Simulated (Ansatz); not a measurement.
## Zinc-blende CdS (metastable phase): LA phonon frequency at X by level of theory

No measured value is used here.

| level (code) | value (cm⁻¹) | cell (Å³/atom) |
|---|---|---|
| LDA (Ansatz) | 151 | 23.85 |
| PBE (Ansatz) | ___ | 26.02 |
| r²SCAN (Ansatz) | 147 | 25.38 |

### Question
Some entries are withheld; supply them.

### Answer

- PBE (Ansatz, an electronic-structure program), value (cm⁻¹): 141

Each level is taken at its own relaxed cell. Cutoffs and k meshes differ between the levels. Ansatz's density-functional and Hartree–Fock values are scalar-relativistic unless marked +SOC, with PAW data made under PBE.
